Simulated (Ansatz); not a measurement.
C3H4F2O can be A, `FC[C@@H]1O[C@H]1F`, or B, `C/C(F)=C(/O)F`.

Calculated with Ansatz (gas phase, PBE0-D4/def2-TZVP geometries, no zero-point term in ΔE). CCSD(T)/CBS adds triple-zeta CCSD(T) − MP2 to the extrapolated MP2 energy (def2 sets, frozen cores). Functionals use def2-TZVPP. B3LYP here is the variant with VWN-RPA as its local correlation; programs differ in this. Each species was taken in one conformer, which may not be the lowest.

A:

Z-matrix (Å, degrees):
```
C
C 1 1.498
F 1 1.378 2 109.3
H 1 1.094 2 110.5 3 119.1
H 1 1.094 2 110.7 3 -120.0
C 2 1.451 1 122.4 3 101.7
O 2 1.438 1 114.9 3 167.1
H 2 1.088 1 116.5 3 -55.3
F 6 1.347 2 119.3 1 -155.0
H 6 1.087 2 123.8 1 -4.5
```

B:

```xyz
10

C     1.1640   -0.7465   -0.5350
C     0.3023    0.0411    0.3687
F     0.8264    0.2785    1.5848
C    -0.8946    0.5470    0.1032
O    -1.5891    1.3621    0.8983
F    -1.4815    0.3099   -1.0793
H     1.3767   -1.7283   -0.1024
H     2.1195   -0.2374   -0.6920
H     0.6798   -0.8870   -1.4999
H    -2.5036    1.0606    0.9535
```

(1) Which isomer does CCSD(T)/CBS put lower? Give the gap. (Estimate.)

(2) Give E(B) − E(A) in kcal/mol with B3LYP, ωB97M-V, PBE-D4, B3LYP-D4, HF/def2-TZVPP, CCSD/def2-TZVPP, B2PLYP. (Best estimate.)

Largest T1 diagnostic: 0.012.

Results:

(1) The calculation gave: B, by 11.7 kcal/mol.

(2) The calculation gave: B3LYP -13.9, ωB97M-V -11.9, PBE-D4 -12.4, B3LYP-D4 -14.1, HF/def2-TZVPP -11.4, CCSD/def2-TZVPP -10.8, B2PLYP -12.4. None reverses the order clearly.

From PBE to PBE0 (25 % exact exchange), in def2-TZVPP and without D4, E(B) − E(A) moves by +0.9 kcal/mol.
